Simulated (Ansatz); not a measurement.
hcp Sc was calculated with r²SCAN+rVV10 (PAW; Ansatz, a quantum-chemistry and plane-wave program).

Settings: plane-wave cutoff 560 eV, 18×18×10 k mesh (along the axes of the cell as run), Fermi–Dirac smearing 0.05 eV, scalar-relativistic PAW data made under PBE.

Computed at the level's own relaxed cell.

Task: Give the computed lattice constant a, lattice parameter c, pressure derivative B′ of the bulk modulus, bulk modulus and volume per atom.

Result: 
- lattice constant a = 3.319 Å
- lattice parameter c = 5.174 Å
- pressure derivative B′ of the bulk modulus = 3.2
- bulk modulus = 55.8 GPa
- volume per atom = 24.69 Å³/atom

The run finds no gap.

Measured, for comparison: lattice constant a 3.309 Å, lattice parameter c 5.268 Å (293 K, no zero-point or thermal correction; as tabulated in Wikipedia's data pages); bulk modulus 55.6 GPa (zero-point energy and finite temperature contributions removed, our sources range from 44.5 to 55.6; as tabulated in doi:10.1021/acs.jctc.3c00612). Computed (rounded) less measured: lattice constant a +0.3 %, lattice parameter c -1.8 %, bulk modulus not scored (sources differ). A static lattice is as a rule a little smaller and stiffer than an uncorrected measurement, which narrows the difference in the lattice parameter c and would widen misses of the other sign.

Note: the bulk modulus comes from volumes at which shape and atoms were relaxed.
